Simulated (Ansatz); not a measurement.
Two structures of CH5ClSi, closed shell, reached by relaxing down either side of one saddle point (PBE0-D4/def2-TZVP). Energies are electronic, without zero-point energy. Program: Ansatz 0.2.0. Basis: def2-TZVPP and def2-QZVPP. Cores are frozen in the correlated methods. Extrapolation: Hartree–Fock as exp(−7.88 √X), correlation as X^−2.97. First:

```
8
angstrom
Si -0.3754 -0.5553 -0.5268
Cl 0.5554 -0.2567 -2.3424
C 0.3430 0.5967 0.7401
H 1.4127 0.4167 0.8644
H -1.8236 -0.3069 -0.7295
H -0.1646 -1.9752 -0.1534
H -0.1474 0.4434 1.7055
H 0.1998 1.6373 0.4422
```

Second:

```xyz
8
angstrom
Si -1.1183 -0.5983 0.0987
Cl 2.2886 0.3853 -1.7448
C 0.0079 0.4528 0.8241
H 1.3351 0.3145 -0.8527
H -2.1888 -0.1143 -0.7959
H -1.0517 -2.0641 0.2639
H 0.7819 0.0944 1.4937
H -0.0547 1.5297 0.7131
```

Which bonds change from the first to the second?

CH₅ClSi ([CH3][SiH2][Cl]) → CH₄Si ([CH2][SiH2]) + HCl; bonds formed: Cl2–H4; bonds broken: Si1–Cl2, C3–H4.

Give the saddle point's structure and its height above each. (To be estimated.)

The calculation gives: 82.90 kcal/mol above the first and 9.13 kcal/mol above the second (CCSD(T) at an estimated basis limit (MP2 extrapolated from triple and quadruple zeta, plus CCSD(T) − MP2 in triple zeta)).
Si1  (-0.787, -0.519, -0.111)
Cl2  (1.464, -0.125, -1.800)
C3  (0.085, 0.548, 0.916)
H4  (1.040, 0.337, -0.495)
H5  (-1.758, -0.039, -1.113)
H6  (-0.624, -1.984, -0.056)
H7  (0.709, 0.172, 1.720)
H8  (-0.130, 1.610, 0.939)
(Å)

T1 diagnostic: at most 0.014. The restricted Hartree–Fock reference is unstable towards an unrestricted one at one or more of these structures.

Labels in which every atom is bracketed show which atoms are joined, not bond orders.

For scale, one of the runs: CCSD(T)/def2-TZVPP, 185 basis functions, launched by `ansatz run in.yaml --threads 2 --pin off --events-out ev --progress --plain --max-ram 4352MiB`. The run took 28 s on 2 CPU threads of an Arm Neoverse V2 (shared host), with 1.7 GiB of host memory at its peak.
